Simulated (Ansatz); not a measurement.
HNGe, singlet along the angle Ge1-N2-H3

Starting geometry (PBE0/def2-TZVP stationary point for this spin, not checked as a minimum):

```yaml
atoms:
  - { symbol: Ge, position_ang: [0.0000, 0.0000, 1.4305] }
  - { symbol: N, position_ang: [0.0000, 0.0000, -0.2139] }
  - { symbol: H, position_ang: [0.0000, 0.0000, -1.2166] }
```

From there the angle named below is changed in its plane at fixed bond lengths, both arms turning rigidly about the middle atom; atoms are numbered as listed. Energies are in eV, counted from the starting geometry at the same level.

Basis cc-pVDZ; Ansatz 0.2.0. Correlated methods freeze the noble-gas cores and the filled d shells of p-block atoms. R marks a restricted (for open shells ROHF) determinant, U an unrestricted one. No spin–orbit coupling is included, and no scalar relativity.

Unrestricted rows (U) aren't spin-pure: their determinants' ⟨S²⟩ exceeds S(S+1) by up to 0.20, so they mix in states of higher spin, at the starting point too.

Full CI isn't at hand for all of this; RCCSDTQ serves as the reference, and is uncertain by about the last step of the cluster series. The frozen core follows each run's orbitals, which can shift R against U totals by a few meV for light atoms and by up to 0.1 eV past Ca.

```csv
angle Ge1-N2-H3 (°),UHF
91.3,0.798
120.3,0.327
156.8,0.053
180.0,0.000
```

Estimate the RCCSDTQ curve in cc-pVDZ from this one, knowing how UHF errs.

The computed RCCSDTQ values, in eV from the starting point, and the error of UHF against them:
```json
{"angle Ge1-N2-H3 (°)": "91.3", "RCCSDTQ": "0.979", "UHF less RCCSDTQ": "-0.181"}
{"angle Ge1-N2-H3 (°)": "120.3", "RCCSDTQ": "0.425", "UHF less RCCSDTQ": "-0.098"}
{"angle Ge1-N2-H3 (°)": "156.8", "RCCSDTQ": "0.064", "UHF less RCCSDTQ": "-0.010"}
{"angle Ge1-N2-H3 (°)": "180.0", "RCCSDTQ": "0.000", "UHF less RCCSDTQ": "0.000"}
```

The error spans 0.181 eV and is largest, -0.181 eV, at 91.3 °.
